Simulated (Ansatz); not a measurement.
# Vanadium, bcc: convergence with Gaussian smearing

Computed with Ansatz, LDA, scalar-relativistic PAW, on the relaxed cell (a = 2.927 Å; spin not included). Errors count from a run at 420 eV on a Γ-centred 25×25×25 mesh with Fermi-Dirac smearing of 0.1 eV, extrapolated to zero width. Fixed here: cutoff 420 eV, mesh 15×15×15. The SCF starts from atomic densities corrected by a trained network.

```csv
width (eV),E(σ→0) error (meV/atom),F error (meV/atom),P (GPa),SCF iterations
0.01,-3.9,-3.9,-0.51,6
0.03,-3.9,-4.0,-0.45,6
0.1,-3.1,-6.1,-0.25,6
0.2,-1.5,-16.9,-0.14,6
0.3,-1.2,-36.3,0.14,6
0.6,-11.4,-135.2,1.46,6
1.0,-33.0,-340.1,4.24,6
```
